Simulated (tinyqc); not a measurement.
UHF in the sto-3g basis, for OH+, spin multiplicity 3, step by step (part 1 of 2). Computed by tinyqc, a small Python program that keeps every step (integrals from PySCF). Settings: charge = 1, multiplicity = 3, basis = sto-3g, energy threshold = 1e-09, iteration cap = 65, orthogonalisation = symmetric, start = atomic densities, DIIS depth = 6, method = UHF. Command: `OMP_NUM_THREADS=1 python tinyqc.py 20673 20674 out.jsonl` (the two numbers bound the seeds that draw the settings). One thread of a shared host (Intel(R) Xeon(R) Processor @ 2.60GHz), about 0.2 s of CPU time with the checks. Later iterations appear only in the table of the cycle.

## One-electron integrals

Geometry (angstrom):
```
atom        x        y        z
O     0.00000  0.00000  0.00000
H     0.00000  0.00000  1.65100
```

Basis sto-3g: exponents (1/bohr^2) and contraction coefficients of normalised primitives:
```
element  l (shell)   exponent  coefficient
O            s (1)  130.70932      0.15433
O            s (1)   23.80886      0.53533
O            s (1)    6.44361      0.44463
O            s (2)    5.03315     -0.09997
O            s (2)    1.16960      0.39951
O            s (2)    0.38039      0.70012
O            p (3)    5.03315      0.15592
O            p (3)    1.16960      0.60768
O            p (3)    0.38039      0.39196
H            s (1)    3.42525      0.15433
H            s (1)    0.62391      0.53533
H            s (1)    0.16886      0.44463
```

Overlap, kinetic and nuclear-attraction integrals over the contracted functions; the nuclear repulsion is the sum of Za Zb / Rab.

nuclear repulsion = 2.5641537 hartree

overlap S, lower triangle:
```
          1O 1s    1O 2s   1O 2px   1O 2py   1O 2pz    2H 1s
1O 1s   1.00000
1O 2s   0.23670  1.00000
1O 2px  0.00000  0.00000  1.00000
1O 2py  0.00000  0.00000  0.00000  1.00000
1O 2pz  0.00000  0.00000  0.00000  0.00000  1.00000
2H 1s   0.01105  0.15073  0.00000  0.00000  0.15494  1.00000
```

kinetic energy T (hartree), lower triangle:
```
           1O 1s     1O 2s   1O 2px   1O 2py   1O 2pz    2H 1s
1O 1s   29.00320
1O 2s   -0.16801   0.80813
1O 2px   0.00000   0.00000  2.52873
1O 2py   0.00000   0.00000  0.00000  2.52873
1O 2pz   0.00000   0.00000  0.00000  0.00000  2.52873
2H 1s   -0.00302  -0.01506  0.00000  0.00000  0.01307  0.76003
```

nuclear attraction V (hartree), lower triangle:
```
            1O 1s     1O 2s    1O 2px    1O 2py    1O 2pz     2H 1s
1O 1s   -60.93897
1O 2s    -7.25895  -9.37242
1O 2px    0.00000   0.00000  -9.29019
1O 2py    0.00000   0.00000   0.00000  -9.29019
1O 2pz   -0.00522  -0.06582   0.00000   0.00000  -9.31943
2H 1s    -0.34678  -0.94753   0.00000   0.00000  -0.82579  -3.78545
```

core Hamiltonian H = T + V (hartree), lower triangle:
```
            1O 1s     1O 2s    1O 2px    1O 2py    1O 2pz     2H 1s
1O 1s   -31.93577
1O 2s    -7.42696  -8.56429
1O 2px    0.00000   0.00000  -6.76146
1O 2py    0.00000   0.00000   0.00000  -6.76146
1O 2pz   -0.00522  -0.06582   0.00000   0.00000  -6.79070
2H 1s    -0.34980  -0.96259   0.00000   0.00000  -0.81272  -3.02541
```

## Two-electron integrals

Functions are numbered as in S; the eight-fold symmetry (ij|kl) = (ji|kl) = (kl|ij) leaves the list below.

Two-electron integrals (ij|kl) in chemists' order, unique and non-zero (hartree):
```
(11|11) 4.78507   (21|11) 0.74138   (21|21) 0.13687   (22|11) 1.11895
(22|21) 0.25663   (22|22) 0.81721   (31|31) 0.02448   (32|31) 0.03781
(32|32) 0.18052   (33|11) 1.11581   (33|21) 0.25668   (33|22) 0.81702
(33|33) 0.88016   (41|41) 0.02448   (42|41) 0.03781   (42|42) 0.18052
(43|43) 0.04744   (44|11) 1.11581   (44|21) 0.25668   (44|22) 0.81702
(44|33) 0.78527   (44|44) 0.88016   (51|51) 0.02448   (52|51) 0.03781
(52|52) 0.18052   (53|53) 0.04744   (54|54) 0.04744   (55|11) 1.11581
(55|21) 0.25668   (55|22) 0.81702   (55|33) 0.78527   (55|44) 0.78527
(55|55) 0.88016   (61|11) 0.03500   (61|21) 0.00641   (61|22) 0.01197
(61|33) 0.01195   (61|44) 0.01195   (61|51) 0.00027   (61|52) 0.00051
(61|55) 0.01200   (61|61) 0.00030   (62|11) 0.10776   (62|21) 0.02512
(62|22) 0.09181   (62|33) 0.09023   (62|44) 0.09023   (62|51) 0.00183
(62|52) 0.01566   (62|55) 0.09487   (62|61) 0.00120   (62|62) 0.01439
(63|31) 0.00233   (63|32) 0.01464   (63|53) 0.00307   (63|63) 0.00182
(64|41) 0.00233   (64|42) 0.01464   (64|54) 0.00307   (64|64) 0.00182
(65|11) 0.08962   (65|21) 0.02113   (65|22) 0.08261   (65|33) 0.07929
(65|44) 0.07929   (65|51) 0.00355   (65|52) 0.02690   (65|55) 0.08915
(65|61) 0.00104   (65|62) 0.01579   (65|65) 0.01895   (66|11) 0.31982
(66|21) 0.07568   (66|22) 0.31830   (66|33) 0.30970   (66|44) 0.30970
(66|51) 0.00511   (66|52) 0.06286   (66|55) 0.33534   (66|61) 0.00361
(66|62) 0.07130   (66|65) 0.09058   (66|66) 0.77461
```

## Orthogonalisation

S = U s U^T; symmetric (Loewdin) form X = U s^(-1/2) U^T, so that X^T S X = 1.

eigenvalues of S: 0.70986  0.87032  1.00000  1.00000  1.11873  1.30109

X, lower triangle:
```
           1O 1s     1O 2s   1O 2px   1O 2py    1O 2pz    2H 1s
1O 1s    1.02208
1O 2s   -0.12388   1.03124
1O 2px   0.00000   0.00000  1.00000
1O 2py   0.00000   0.00000  0.00000  1.00000
1O 2pz  -0.00118   0.00932  0.00000  0.00000   1.00932
2H 1s    0.00855  -0.07948  0.00000  0.00000  -0.07984  1.01831
```

## Starting guess

The start is atomic minimal-basis densities projected into this basis (PySCF's MINAO start) and scaled to the electron count of each spin; this density is not idempotent, so its energy is not variational and may lie below the converged one.

D(alpha) at the start, lower triangle:
```
           1O 1s     1O 2s   1O 2px   1O 2py   1O 2pz    2H 1s
1O 1s    1.19446
1O 2s   -0.28061   1.18592
1O 2px   0.00000   0.00000  0.72795
1O 2py   0.00000   0.00000  0.00000  0.72795
1O 2pz   0.00272  -0.01331  0.00000  0.00000  0.70753
2H 1s   -0.00878   0.03728  0.00000  0.00000  0.07050  0.55613
```

D(beta) at the start, lower triangle:
```
           1O 1s     1O 2s   1O 2px   1O 2py   1O 2pz    2H 1s
1O 1s    0.71668
1O 2s   -0.16837   0.71155
1O 2px   0.00000   0.00000  0.43677
1O 2py   0.00000   0.00000  0.00000  0.43677
1O 2pz   0.00163  -0.00798  0.00000  0.00000  0.42452
2H 1s   -0.00527   0.02237  0.00000  0.00000  0.04230  0.33368
```

## Iteration 1: building the Fock matrix

J_ij = sum D_kl (ij|kl) with D = D(alpha) + D(beta), K_ij = sum D_kl (ik|jl) for each spin; F = H + J - K(s); E = tr D H + tr D J / 2 - 0.5 sum_s tr D(s) K(s) + E_nn.

Coulomb J (hartree), lower triangle:
```
           1O 1s    1O 2s   1O 2px   1O 2py   1O 2pz    2H 1s
1O 1s   14.78142
1O 2s    2.74437  6.59925
1O 2px   0.00000  0.00000  6.58488
1O 2py   0.00000  0.00000  0.00000  6.58488
1O 2pz   0.00417  0.05650  0.00000  0.00000  6.60738
2H 1s    0.12883  0.74321  0.00000  0.00000  0.68029  2.96373
```

exchange K(alpha) (hartree), lower triangle:
```
          1O 1s    1O 2s   1O 2px   1O 2py   1O 2pz    2H 1s
1O 1s   5.51484
1O 2s   0.92051  1.39576
1O 2px  0.00000  0.00000  0.93341
1O 2py  0.00000  0.00000  0.00000  0.93341
1O 2pz  0.00088  0.00835  0.00000  0.00000  0.93897
2H 1s   0.04791  0.20214  0.00000  0.00000  0.16243  0.48121
```

exchange K(beta) (hartree), lower triangle:
```
          1O 1s    1O 2s   1O 2px   1O 2py   1O 2pz    2H 1s
1O 1s   3.30890
1O 2s   0.55230  0.83746
1O 2px  0.00000  0.00000  0.56005
1O 2py  0.00000  0.00000  0.00000  0.56005
1O 2pz  0.00053  0.00501  0.00000  0.00000  0.56338
2H 1s   0.02874  0.12129  0.00000  0.00000  0.09746  0.28873
```

F(alpha) (hartree), lower triangle:
```
            1O 1s     1O 2s    1O 2px    1O 2py    1O 2pz     2H 1s
1O 1s   -22.66919
1O 2s    -5.60310  -3.36081
1O 2px    0.00000   0.00000  -1.10999
1O 2py    0.00000   0.00000   0.00000  -1.10999
1O 2pz   -0.00193  -0.01768   0.00000   0.00000  -1.12228
2H 1s    -0.26888  -0.42152   0.00000   0.00000  -0.29486  -0.54289
```

F(beta) (hartree), lower triangle:
```
            1O 1s     1O 2s    1O 2px    1O 2py    1O 2pz     2H 1s
1O 1s   -20.46325
1O 2s    -5.23489  -2.80250
1O 2px    0.00000   0.00000  -0.73663
1O 2py    0.00000   0.00000   0.00000  -0.73663
1O 2pz   -0.00158  -0.01434   0.00000   0.00000  -0.74670
2H 1s    -0.24971  -0.34066   0.00000   0.00000  -0.22989  -0.35041
```

total energy of this density = -69.3033905 hartree

This density is the starting one; it is not idempotent, so its energy is not variational and may lie below the converged one.

## Iteration 1: diagonalisation and new density

Diagonalise F' = X^T F X, C = X C', fill 5 alpha and 3 beta electrons from the bottom; D(s) = C_occ C_occ^T. Each column has its largest component positive (the first on a tie).

F' = X^T F X (alpha) (hartree), lower triangle:
```
           1         2         3         4         5         6
1  -22.31791
2   -2.67752  -2.42998
3    0.00000   0.00000  -1.10999
4    0.00000   0.00000   0.00000  -1.10999
5   -0.00579   0.00171   0.00000   0.00000  -1.09920
6   -0.00082  -0.17475   0.00000   0.00000  -0.17337  -0.47411
```

orbital energies (alpha) (hartree): MO1 -22.67210, MO2 -2.09457, MO3 -1.14233, MO4 -1.10999, MO5 -1.10999, MO6 -0.41219

coefficients C (alpha):
```
             MO1       MO2       MO3       MO4      MO5       MO6
1O 1s    0.99702  -0.25453   0.01121   0.00000  0.00000   0.03345
1O 2s    0.01235   1.02394  -0.05380   0.00000  0.00000  -0.18358
1O 2px   0.00000   0.00000   0.00000   0.98942  0.14507   0.00000
1O 2py   0.00000   0.00000   0.00000  -0.14507  0.98942   0.00000
1O 2pz   0.00023   0.01722   0.95913   0.00000  0.00000  -0.32400
2H 1s   -0.00088   0.02918   0.17101   0.00000  0.00000   1.00977
```

F' = X^T F X (beta) (hartree), lower triangle:
```
           1         2         3         4         5         6
1  -20.09797
2   -2.63460  -1.90813
3    0.00000   0.00000  -0.73663
4    0.00000   0.00000   0.00000  -0.73663
5   -0.00637   0.00293   0.00000   0.00000  -0.72583
6    0.00494  -0.14809   0.00000   0.00000  -0.15149  -0.29221
```

orbital energies (beta) (hartree): MO1 -20.47189, MO2 -1.55170, MO3 -0.77145, MO4 -0.73663, MO5 -0.73663, MO6 -0.22911

coefficients C (beta):
```
             MO1       MO2       MO3      MO4       MO5       MO6
1O 1s    0.99454  -0.26347   0.01428  0.00000   0.00000   0.03661
1O 2s    0.02220   1.02174  -0.06646  0.00000   0.00000  -0.19059
1O 2px   0.00000   0.00000   0.00000  0.99900  -0.04475   0.00000
1O 2py   0.00000   0.00000   0.00000  0.04475   0.99900   0.00000
1O 2pz   0.00038   0.01716   0.94219  0.00000   0.00000  -0.37037
2H 1s   -0.00192   0.03966   0.21973  0.00000   0.00000   0.99993
```

D(alpha) after iteration 1, lower triangle:
```
           1O 1s     1O 2s   1O 2px   1O 2py   1O 2pz    2H 1s
1O 1s    1.05895
1O 2s   -0.24891   1.05149
1O 2px   0.00000   0.00000  1.00000
1O 2py   0.00000   0.00000  0.00000  1.00000
1O 2pz   0.00659  -0.03396  0.00000  0.00000  0.92022
2H 1s   -0.00638   0.02067  0.00000  0.00000  0.16452  0.03010
```

D(beta) after iteration 1, lower triangle:
```
           1O 1s     1O 2s   1O 2px   1O 2py   1O 2pz    2H 1s
1O 1s    1.05873
1O 2s   -0.24807   1.04887
1O 2px   0.00000   0.00000  0.00000
1O 2py   0.00000   0.00000  0.00000  0.00000
1O 2pz   0.00932  -0.04507  0.00000  0.00000  0.88802
2H 1s   -0.00922   0.02588  0.00000  0.00000  0.20771  0.04986
```

Within a degenerate level the vectors are fixed only up to a rotation; this is one choice.

## Iteration 2: building the Fock matrix

As before.

Coulomb J (hartree), lower triangle:
```
           1O 1s     1O 2s   1O 2px   1O 2py   1O 2pz    2H 1s
1O 1s   16.09705
1O 2s    2.97442   7.03746
1O 2px   0.00000   0.00000  7.00105
1O 2py   0.00000   0.00000  0.00000  7.00105
1O 2pz  -0.00198  -0.00084  0.00000  0.00000  7.08757
2H 1s    0.13958   0.76441  0.00000  0.00000  0.68072  2.62249
```

exchange K(alpha) (hartree), lower triangle:
```
           1O 1s     1O 2s   1O 2px   1O 2py   1O 2pz    2H 1s
1O 1s    4.91339
1O 2s    0.85322   1.41269
1O 2px   0.00000   0.00000  1.16981
1O 2py   0.00000   0.00000  0.00000  1.16981
1O 2pz  -0.00002  -0.00954  0.00000  0.00000  1.13271
2H 1s    0.04347   0.16639  0.00000  0.00000  0.16291  0.09090
```

exchange K(beta) (hartree), lower triangle:
```
          1O 1s     1O 2s   1O 2px   1O 2py   1O 2pz    2H 1s
1O 1s   4.86336
1O 2s   0.77659   1.04654
1O 2px  0.00000   0.00000  0.24071
1O 2py  0.00000   0.00000  0.00000  0.24071
1O 2pz  0.00036  -0.01381  0.00000  0.00000  1.01740
2H 1s   0.03854   0.14133  0.00000  0.00000  0.17003  0.11012
```

F(alpha) (hartree), lower triangle:
```
            1O 1s     1O 2s    1O 2px    1O 2py    1O 2pz     2H 1s
1O 1s   -20.75212
1O 2s    -5.30575  -2.93952
1O 2px    0.00000   0.00000  -0.93022
1O 2py    0.00000   0.00000   0.00000  -0.93022
1O 2pz   -0.00718  -0.05712   0.00000   0.00000  -0.83585
2H 1s    -0.25369  -0.36457   0.00000   0.00000  -0.29490  -0.49383
```

F(beta) (hartree), lower triangle:
```
            1O 1s     1O 2s    1O 2px    1O 2py    1O 2pz     2H 1s
1O 1s   -20.70209
1O 2s    -5.22913  -2.57338
1O 2px    0.00000   0.00000  -0.00112
1O 2py    0.00000   0.00000   0.00000  -0.00112
1O 2pz   -0.00756  -0.05286   0.00000   0.00000  -0.72053
2H 1s    -0.24876  -0.33950   0.00000   0.00000  -0.30203  -0.51305
```

total energy of this density = -73.9107104 hartree

## Iteration 2: DIIS over 2 matrices

error matrix X^T (FDS - SDF) X (alpha):
```
          1         2        3        4         5         6
1   0.00000   0.00267  0.00000  0.00000   0.00554  -0.02569
2  -0.00267   0.00000  0.00000  0.00000   0.00794  -0.00061
3   0.00000   0.00000  0.00000  0.00000   0.00000   0.00000
4   0.00000   0.00000  0.00000  0.00000   0.00000   0.00000
5  -0.00554  -0.00794  0.00000  0.00000   0.00000   0.07507
6   0.02569   0.00061  0.00000  0.00000  -0.07507   0.00000
```

B (overlaps of the stored error matrices):
```
                1               2
1   1.7780951e-01  -1.6292971e-02
2  -1.6292971e-02   3.4561010e-02
```

Minimise |sum c_i e_i|^2 with sum c_i = 1: solve [B -1; -1 0][c; lambda] = [0; -1] with B_ij = tr e_i^T e_j summed over both spins, and take F = sum c_i F_i.

DIIS coefficients: 0.20760  0.79240

extrapolated F(alpha) (hartree), lower triangle:
```
            1O 1s     1O 2s    1O 2px    1O 2py    1O 2pz     2H 1s
1O 1s   -21.15011
1O 2s    -5.36748  -3.02698
1O 2px    0.00000   0.00000  -0.96754
1O 2py    0.00000   0.00000   0.00000  -0.96754
1O 2pz   -0.00609  -0.04893   0.00000   0.00000  -0.89531
2H 1s    -0.25684  -0.37639   0.00000   0.00000  -0.29489  -0.50401
```

extrapolated F(beta) (hartree), lower triangle:
```
            1O 1s     1O 2s    1O 2px    1O 2py    1O 2pz     2H 1s
1O 1s   -20.65251
1O 2s    -5.23032  -2.62094
1O 2px    0.00000   0.00000  -0.15381
1O 2py    0.00000   0.00000   0.00000  -0.15381
1O 2pz   -0.00632  -0.04486   0.00000   0.00000  -0.72596
2H 1s    -0.24896  -0.33974   0.00000   0.00000  -0.28705  -0.47928
```

## Iteration 2: diagonalisation and new density

As before.

F' = X^T F X (alpha) (hartree), lower triangle:
```
           1         2         3         4         5         6
1  -20.78542
2   -2.66069  -2.11934
3    0.00000   0.00000  -0.96754
4    0.00000   0.00000   0.00000  -0.96754
5   -0.00695  -0.02867   0.00000   0.00000  -0.86834
6    0.00354  -0.15394   0.00000   0.00000  -0.19189  -0.43792
```

orbital energies (alpha) (hartree): MO1 -21.15730, MO2 -1.76789, MO3 -0.96754, MO4 -0.96754, MO5 -0.93386, MO6 -0.35199

coefficients C (alpha):
```
             MO1       MO2      MO3       MO4       MO5       MO6
1O 1s    0.99510  -0.26092  0.00000   0.00000   0.02588   0.03306
1O 2s    0.01999   1.01985  0.00000   0.00000  -0.11579  -0.17689
1O 2px   0.00000   0.00000  0.99945  -0.03327   0.00000   0.00000
1O 2py   0.00000   0.00000  0.03327   0.99945   0.00000   0.00000
1O 2pz   0.00060   0.05635  0.00000   0.00000   0.91913  -0.42099
2H 1s   -0.00170   0.04064  0.00000   0.00000   0.27254   0.98681
```

F' = X^T F X (beta) (hartree), lower triangle:
```
           1         2         3         4         5         6
1  -20.29404
2   -2.62889  -1.72057
3    0.00000   0.00000  -0.15381
4    0.00000   0.00000   0.00000  -0.15381
5   -0.00788  -0.02260   0.00000   0.00000  -0.69687
6    0.00444  -0.14982   0.00000   0.00000  -0.19949  -0.41580
```

orbital energies (beta) (hartree): MO1 -20.65898, MO2 -1.38280, MO3 -0.78756, MO4 -0.29793, MO5 -0.15381, MO6 -0.15381

coefficients C (beta):
```
             MO1       MO2       MO3       MO4      MO5       MO6
1O 1s    0.99534  -0.25750   0.03971   0.03837  0.00000   0.00000
1O 2s    0.01904   1.00784  -0.17512  -0.19603  0.00000   0.00000
1O 2px   0.00000   0.00000   0.00000   0.00000  0.99950  -0.03165
1O 2py   0.00000   0.00000   0.00000   0.00000  0.03165   0.99950
1O 2pz   0.00060   0.07589   0.86815  -0.51551  0.00000   0.00000
2H 1s   -0.00168   0.08600   0.37013   0.95149  0.00000   0.00000
```

D(alpha) after iteration 2, lower triangle:
```
           1O 1s     1O 2s   1O 2px   1O 2py   1O 2pz    2H 1s
1O 1s    1.05898
1O 2s   -0.24920   1.05391
1O 2px   0.00000   0.00000  1.00000
1O 2py   0.00000   0.00000  0.00000  1.00000
1O 2pz   0.00968  -0.04895  0.00000  0.00000  0.84797
2H 1s   -0.00524   0.00985  0.00000  0.00000  0.25279  0.07593
```

D(beta) after iteration 2, lower triangle:
```
           1O 1s     1O 2s   1O 2px   1O 2py   1O 2pz    2H 1s
1O 1s    1.05860
1O 2s   -0.24753   1.04677
1O 2px   0.00000   0.00000  0.00000
1O 2py   0.00000   0.00000  0.00000  0.00000
1O 2pz   0.01554  -0.07554  0.00000  0.00000  0.75945
2H 1s   -0.00912   0.02182  0.00000  0.00000  0.32786  0.14440
```

Within a degenerate level the vectors are fixed only up to a rotation; this is one choice.

## Iteration 3: building the Fock matrix

As before.

Coulomb J (hartree), lower triangle:
```
           1O 1s    1O 2s   1O 2px   1O 2py   1O 2pz    2H 1s
1O 1s   15.95231
1O 2s    2.94164  6.95006
1O 2px   0.00000  0.00000  6.91748
1O 2py   0.00000  0.00000  0.00000  6.91748
1O 2pz  -0.00282  0.00302  0.00000  0.00000  6.99251
2H 1s    0.13803  0.76017  0.00000  0.00000  0.68062  2.69401
```

exchange K(alpha) (hartree), lower triangle:
```
          1O 1s     1O 2s   1O 2px   1O 2py   1O 2pz    2H 1s
1O 1s   4.91164
1O 2s   0.85075   1.40296
1O 2px  0.00000   0.00000  1.16711
1O 2py  0.00000   0.00000  0.00000  1.16711
1O 2pz  0.00037  -0.01315  0.00000  0.00000  1.08557
2H 1s   0.04342   0.16996  0.00000  0.00000  0.18931  0.13906
```

exchange K(beta) (hartree), lower triangle:
```
          1O 1s     1O 2s   1O 2px   1O 2py   1O 2pz    2H 1s
1O 1s   4.86015
1O 2s   0.77203   1.02626
1O 2px  0.00000   0.00000  0.23506
1O 2py  0.00000   0.00000  0.00000  0.23506
1O 2pz  0.00037  -0.02664  0.00000  0.00000  0.92689
2H 1s   0.03875   0.14969  0.00000  0.00000  0.20574  0.20112
```

F(alpha) (hartree), lower triangle:
```
            1O 1s     1O 2s    1O 2px    1O 2py    1O 2pz     2H 1s
1O 1s   -20.89511
1O 2s    -5.33606  -3.01720
1O 2px    0.00000   0.00000  -1.01109
1O 2py    0.00000   0.00000   0.00000  -1.01109
1O 2pz   -0.00841  -0.04965   0.00000   0.00000  -0.88375
2H 1s    -0.25518  -0.37238   0.00000   0.00000  -0.32141  -0.47047
```

F(beta) (hartree), lower triangle:
```
            1O 1s     1O 2s    1O 2px    1O 2py    1O 2pz     2H 1s
1O 1s   -20.84362
1O 2s    -5.25735  -2.64050
1O 2px    0.00000   0.00000  -0.07903
1O 2py    0.00000   0.00000   0.00000  -0.07903
1O 2pz   -0.00841  -0.03616   0.00000   0.00000  -0.72508
2H 1s    -0.25051  -0.35211   0.00000   0.00000  -0.33785  -0.53253
```

total energy of this density = -73.9462443 hartree
